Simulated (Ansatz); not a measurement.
I need a ranking of conformers of C4H6S, SMILES C=CC(C)=S. Use the Python package of Ansatz (0.2.0). Settings (for the species named): PBE0, cc-pVDZ basis, multiplicity 1.

`conformers_c4h6s.py`
```python
"""Conformer energies of C4H6S."""

import ansatz
from rdkit import Chem
from rdkit.Chem import AllChem

rd = Chem.AddHs(Chem.MolFromSmiles("C=CC(C)=S"))
ids = list(AllChem.EmbedMultipleConfs(rd, numConfs=20, randomSeed=945, pruneRmsThresh=0.4))
field = [energy for _, energy in AllChem.MMFFOptimizeMoleculeConfs(rd)]
distinct = {round(e, 2): i for i, e in zip(ids, field)}
chosen = sorted(distinct.items())[:4]
found = []
for force_field, index in chosen:
    c4h6s = ansatz.Crystal.molecule()
    for atom, xyz in zip(rd.GetAtoms(), rd.GetConformer(index).GetPositions()):
        c4h6s = c4h6s.atom(atom.GetSymbol(), xyz.round(5).tolist())
    job = (
        c4h6s.calculation()
        .basis(gaussian="cc-pVDZ")
        .functional("PBE0")
    )
    found.append(job.run().report["free_energy_ev"])
print("conformer   MMFF (kcal/mol)   this level (kcal/mol)")
for (force_field, index), e in zip(chosen, found):
    print(f"{index:9d} {force_field - chosen[0][0]:17.2f} {23.060548 * (e - min(found)):17.3f}")
```

Running `python conformers_c4h6s.py` prints:
```text
conformer   MMFF (kcal/mol)   this level (kcal/mol)
        1              0.00             0.000
        0              1.70             2.625
```

The conformers keep their force-field geometries. The whole script took 8.6 s on 1 thread of Arm Neoverse V1 (shared host), peak memory 0.32 GiB.
